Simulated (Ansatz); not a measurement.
System: rock-salt MgS. Method: G0W0@PBEsol (plane waves, hard PAW, contour deformation; Ansatz, a program for electronic structure).

The cell has the measured lattice parameters. Conventional cell: a = 5.2033 Å, b = 5.2033 Å, c = 5.2033 Å, α = 90.00°, β = 90.00°, γ = 90.00°.

The quasiparticle gap at Γ at a fixed k mesh 2×2×2:

| response cutoff | value (eV) |
|---|---|
| 150 eV, 270 empty bands | 4.791 |
| 200 eV, 416 empty bands | 4.818 |
| 250 eV, 581 empty bands | 4.839 |
| 300 eV, 763 empty bands | 4.850 |

Taking the value to converge with the response cutoff E as E^(−3/2), extrapolate from the last two rows.

With y = y∞ + c/w and weights w = 3953 and 5196 for the last two rows, y∞ = (w2 y2 − w1 y1)/(w2 − w1) = (5196 × 4.850 − 3953 × 4.839)/1243 = 4.885 eV, which lies 0.035 beyond the last row. Successive pairs of rows give 4.868, 4.892, 4.885. The limit also hangs on the law assumed, so its last digits aren't firm.

The other settings are not extrapolated, so this is the limit in one setting alone.

At the last cutoff the smallest gap on this mesh is 3.75 eV, with an edge away from Γ.
